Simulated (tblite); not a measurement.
Compound: F₅HP (charge -1).
SMILES: `F[PH-](F)(F)(F)F`

Method: GFN2-xTB as coded in tblite; computed harmonic values from a numerical Hessian at the method's own geometry, unscaled. Errors from tens to a few hundred cm⁻¹ against measured bands are possible. Modes of hydrogen on phosphorus can be 10 to 20 % off.

Harmonic wavenumbers (cm⁻¹): 235.6, 259.0, 259.3, 346.4, 419.0, 419.3, 466.4, 480.6, 515.6, 690.1, 690.4, 691.2, 1123.7, 1124.7, 2307.2.

A = 3401, B = 3400, C = 2417 MHz; mass 126.974 u (most abundant isotopes); point group C4v, symmetry number 4.

Question: What is the zero-point energy?

Answer: ½Σν̃ = 5014 cm⁻¹ = 59.98 kJ/mol.

Question: Give the ideal-gas entropy at 400 K and 1 bar in the rigid-rotor, harmonic-oscillator model (classical rotation).

Answer: Translation 175.38, rotation 104.46, vibration 69.87: S = 349.7 J/(mol K).

Question: And Cp and H(400 K) − H(0)?

Answer: Cp = 117.48 J/(mol K), of which vibrations give 84.22 (their classical limit is 15 R = 124.7); H(400 K) − H(0) = 30.38 kJ/mol without the zero-point energy, 17.07 from vibrations.

Question: Which modes carry the vibrational entropy at 400 K?

Answer: 235.6 cm⁻¹: 9.94; 259.0 cm⁻¹: 9.20; 259.3 cm⁻¹: 9.19; 346.4 cm⁻¹: 7.00; 419.0 cm⁻¹: 5.65; 419.3 cm⁻¹: 5.64 J/(mol K); the other 9 give 23.25 together.

Question: What must be added to the electronic energy to get the Gibbs energy at 400 K and 1 bar?

Answer: ZPE + [H(400 K) − H(0)] − T·S = 59.98 + 30.38 − 139.88 = -49.52 kJ/mol.

Question: How do the functions run with temperature in this model?

Answer: 
```csv
T (K),S (J/(mol K)),Cp (J/(mol K)),H − H(0) (kJ/mol),G − H(0) (kJ/mol),ln q(vib)
100,237.7,46.7,3.65,-20.13,0.10
200,280.7,80.1,10.04,-46.10,0.84
300,317.9,103.1,19.29,-76.08,2.00
500,377.0,126.8,42.62,-145.87,4.54
800,440.3,141.4,83.18,-269.03,8.02
1000,472.4,146.1,111.97,-360.39,10.02
```

q(vib) and H(0) count from the zero-point level.

Hindered rotation and anharmonicity are outside this model.

Time: under 0.1 s. Hardware: one thread, Arm Neoverse V2 (aarch64) (shared host). This covers the Hessian and the dipole derivatives.
